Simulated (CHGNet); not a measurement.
## Pyrite PtSb2

Calculation: the machine-learned potential CHGNet-r²SCAN (trained on r²SCAN data).

Cell (relaxed at this level):

```xyz
12
Lattice="6.5023 0.0000 0.0000 0.0000 6.5023 0.0000 0.0000 0.0000 6.5023" Properties=species:S:1:pos:R:3 pbc="T T T"
Sb     4.0631     5.6903     0.8120
Sb     0.8120     4.0631     5.6903
Sb     4.0631     4.0631     4.0631
Sb     2.4392     2.4392     2.4392
Sb     5.6903     0.8120     4.0631
Sb     5.6903     2.4392     0.8120
Sb     0.8120     5.6903     2.4392
Sb     2.4392     0.8120     5.6903
Pt     0.0000     3.2511     3.2511
Pt     3.2511     0.0000     3.2511
Pt     0.0000     0.0000     0.0000
Pt     3.2511     3.2511     0.0000
```

```yaml
lattice_parameter_a: 6.502 Å
volume_per_atom: 22.91 Å³/atom
```

Measured, for comparison: lattice constant a 6.44 Å, equilibrium volume per atom 22.26 Å³/atom (temperature not stated, not corrected to a static lattice; as tabulated in Saeed et al. (2013), arXiv:1402.4256). Computed (rounded) less measured: lattice constant a +1.0 %, equilibrium volume per atom +2.9 %.

A machine-learned potential is trained on density-functional data: it inherits that level's misses and adds fitting errors of its own.
